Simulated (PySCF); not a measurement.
Species: protonated cyanoacetylene cation, C₃H₂N (charge +1).
Bonds: C1–C2 (triple), C2–C3, C3–N4 (triple). Hydrogens: H5 on C1; H6 on N4.

Computed with PySCF at wB97X-D/pcSseg-2, non-relativistic, on one gas-phase PBE0-D3(BJ)/def2-TZVP geometry that isn't relaxed in the solvent. The solvent is an IEF-PCM continuum (van der Waals radii × 1.2). Specific hydrogen bonds and non-electrostatic terms are outside this model.

Gas phase at wB97X-D/pcSseg-2: HOMO -17.04 eV, LUMO -6.46 eV.

Q: What does the continuum do to the energy and the frontier levels at wB97X-D/pcSseg-2 in chloroform?

A: 
| solvent | ε | E(solvent) − E(gas) (kcal/mol) | polarisation term (kcal/mol) | distortion of the solute (kcal/mol) | HOMO (eV) | LUMO (eV) |
| --- | --- | --- | --- | --- | --- | --- |
| chloroform | 4.711 | -49.87 | -50.20 | 0.33 | -13.11 | -2.45 |

The polarisation term is half the interaction of the solute with the surface charges that it induces; the rest is the cost of distorting the solute's density. The sum is the electrostatic part of solvation alone.

Q: Which radius a makes Born's formula ΔE = −(q²/2a)(1 − 1/ε) give the value in chloroform?

A: a = q²(1 − 1/ε)/(2|ΔE|) = 2.62 Å, with q = +1 e and |ΔE| = 0.0795 Eh; the farthest nucleus lies 2.92 Å from the centroid of the nuclei. The formula assumes a point charge at the centre of a sphere.

Time: 15 s wall; peak memory 0.73 GiB. Hardware: Arm Neoverse N1, one thread (shared host). This is the whole shielding run at wB97X-D/pcSseg-2 in chloroform, SCF included.

The pairwise dispersion term of wB97X-D wasn't added to the energies; at a given geometry it leaves orbitals and properties as they are.
